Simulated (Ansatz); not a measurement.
Relaxation of CH$_{9}$NSi (12 atoms, charge 0, multiplicity 1), to a largest force component of 0.03 eV/Å in at most 50 steps.

Computed with Ansatz, RKS PBE0/def2-SVP.

```xyz
12
Properties=species:S:1:pos:R:3:forces:R:3
Si -1.099 0.356 -0.007 -0.50 -0.14 -1.04
N 1.210 -1.074 1.551 0.26 -0.06 0.07
H -1.426 -1.088 0.175 -0.02 -0.03 0.01
H -2.367 1.040 -0.424 0.00 0.00 0.03
C 0.167 0.637 -1.373 -0.02 0.02 0.04
H 0.875 -0.118 1.659 0.15 -0.17 0.05
H -0.688 0.934 1.258 0.14 0.42 0.72
H 0.388 -1.670 1.505 0.03 0.00 -0.01
H 1.682 -1.136 0.649 -0.06 -0.01 0.11
H 0.359 1.716 -1.487 0.01 0.00 0.00
H 1.126 0.138 -1.174 -0.01 0.00 0.00
H -0.225 0.266 -2.332 0.00 -0.02 0.01
```

**Question.** Where does it end, and by what steps?

**Answer.** The run converged. The force dipped under the threshold on the way, but the program's further checks kept it going. After 8 steps the energy has fallen by 0.139 eV; H6 moved furthest, 0.52 Å.

| step | energy less start (eV) | largest force component (eV/Å) | accepted |
| --- | --- | --- | --- |
| 0 | 0.0000 | 1.038 | yes |
| 1 | -0.1011 | 0.271 | yes |
| 2 | -0.1316 | 0.193 | yes |
| 3 | -0.0604 | 0.739 | no |
| 4 | -0.1351 | 0.070 | yes |
| 5 | -0.1377 | 0.019 | yes |
| 6 | -0.1386 | 0.099 | yes |
| 7 | -0.1391 | 0.043 | yes |
| 8 | -0.1395 | 0.021 | yes |

```xyz
12
Properties=species:S:1:pos:R:3
Si -1.335 0.494 -0.134
N 1.456 -1.284 1.621
H -1.651 -0.946 0.123
H -2.570 1.149 -0.667
C 0.090 0.657 -1.348
H 1.322 -0.301 1.851
H -0.995 1.135 1.174
H 0.533 -1.658 1.409
H 1.988 -1.310 0.753
H 0.326 1.715 -1.541
H 0.987 0.173 -0.933
H -0.151 0.177 -2.308
```

The run took 18 s on 2 threads of Arm Neoverse V1, on a shared host, peak memory 0.17 GiB.
